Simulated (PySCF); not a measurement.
```yaml
atoms:
  - { symbol: C, position_ang: [0.6875, 0.0296, -0.0820] }
  - { symbol: O, position_ang: [-0.6721, -0.1257, 0.0304] }
  - { symbol: H, position_ang: [-1.0918, 0.7403, -0.0952] }
  - { symbol: H, position_ang: [1.1228, 0.9753, 0.2260] }
  - { symbol: H, position_ang: [1.2211, -0.8881, 0.1180] }
```

Basis set: cc-pVTZ (spherical functions). Left uncorrelated: 2 orbitals. Charge 1, multiplicity 1.

Starred EOM-CCSD(T)(a) on the restricted Hartree–Fock determinant with PySCF 2.14.0; the energies are vertical.

Q: The solver was asked for the few lowest roots only. Give the electron affinities of singlet CH3O(+) among them whose weight of singles is over 0.7 (positive where the electron binds).

A:

| root | energy (eV) | weight of singles |
| --- | --- | --- |
| 1 | 8.07 | 0.96 |
| 2 | 3.36 | 0.98 |
| 3 | 2.03 | 0.98 |

Higher main lines weren't sought. Caution: the closed shell is not the ground state.
